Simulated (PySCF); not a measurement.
Where does isobutyl mercaptan take a proton?

Parent: isobutyl mercaptan, `CC(C)CS` (C4H10S). Optimised structure (Å), atoms numbered from 1:
```
C    -1.0810    0.6696   -1.0449
C    -0.0786    0.3311    0.0544
C    -0.7604   -0.3163    1.2518
C     1.0369   -0.5432   -0.5181
S     2.4060   -0.9254    0.6180
H    -1.5655   -0.2434   -1.4294
H    -1.8750    1.3312   -0.6662
H    -0.5979    1.1761   -1.8952
H     0.3879    1.2755    0.3926
H    -1.2799   -1.2414    0.9500
H    -0.0273   -0.5794    2.0283
H    -1.5093    0.3583    1.6939
H     1.4495   -0.0944   -1.4350
H     0.6352   -1.5301   -0.8036
H     2.8481    0.3437    0.7552
```

Energies: ωB97X-D3(BJ)/def2-TZVP (PySCF, density fitting, integration grid level 2) on PBE0-D3(BJ)/def2-SVP structures. Zero-point and thermal terms (298.15 K, 1 bar) come from unscaled PBE0-D3(BJ)/def2-SVP harmonic frequencies, with soft modes damped to free rotors in the entropy.

| site | product | PA / kcal/mol | GB / kcal/mol |
| --- | --- | --- | --- |
| S5 (thiol sulfur) | `CC(C)C[SH2+]` | 194.9 | 187.5 |

PA is −ΔH and GB is −ΔG of B + H⁺ → BH⁺ in the gas phase. Sites whose products fell apart, merged with another or lost in a GFN2-xTB screen aren't listed.

In benzonitrile the product from S5 is solvated 57.6 kcal/mol more strongly than the parent (electrostatics only).

Measured values (NIST Chemistry WebBook, evaluated or the median of agreeing entries): proton affinity (−ΔH) 803 kJ/mol (computed 815, difference 13); gas-phase basicity (−ΔG) 771 kJ/mol (computed 785, difference 13).

Differences come from unrounded values, so a last digit can differ from that of the printed terms.
